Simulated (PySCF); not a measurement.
What binds CCl⁻: the parts of the energy along the bond

State: ³Σ⁻, triplet, unpaired electrons π ↑↑. ROHF-based CCSD(T) in PySCF 2.14 with C aug-cc-pVDZ, Cl aug-cc-pV(D+d)Z and C aug-cc-pVTZ, Cl aug-cc-pV(T+d)Z (frozen core orbitals: 6; no relativity). Correlation energies are extrapolated as n⁻³ (n = 2, 3), Hartree–Fock as (n+1)·exp(−9√n). CV is the change on freezing 1 orbitals instead, in C cc-pwCVTZ, Cl cc-pwCVTZ. SR is the spin-free X2C energy in C cc-pVTZ-DK, Cl cc-pVTZ-DK less the non-relativistic one in C cc-pVTZ, Cl cc-pVTZ. All energies in eV from C + Cl⁻.

```
 R (Å)  HF/CBS  CCSD corr.      (T)       CV       SR   total
1.6405  -0.201      -1.071  -0.1522  -0.0324   0.0002  -1.457
1.7151  -0.462      -1.006  -0.1517  -0.0255  -0.0001  -1.645
1.7896  -0.618      -0.945  -0.1517  -0.0200  -0.0005  -1.735
1.8642  -0.704      -0.886  -0.1517  -0.0155  -0.0010  -1.759
1.9388  -0.745      -0.828  -0.1513  -0.0119  -0.0013  -1.738
2.0320  -0.755      -0.756  -0.1495  -0.0084  -0.0016  -1.670
2.1252  -0.736      -0.683  -0.1459  -0.0057  -0.0018  -1.573
```

A fit to the total gives Re = 1.8619 Å, De = 1.759 eV, ωe = 495.4 cm⁻¹, Be = 0.5443 cm⁻¹ (masses 12.0000 and 34.9689 u).

Task: At R = 1.8642 Å the CCSD correlation energy is -0.281644 hartree in the smaller basis and -0.346551 in the larger. Extrapolate it.

Result: (3³·E3 − 2³·E2)/(3³ − 2³) = -0.37388 hartree; the larger basis holds 92.7 % of it.

The T1 diagnostic is 0.027. The state was picked by a PBE0 search and need not be the measured ground state. Spin–orbit coupling, excitations beyond (T) and corrections to the Born–Oppenheimer picture are left out.
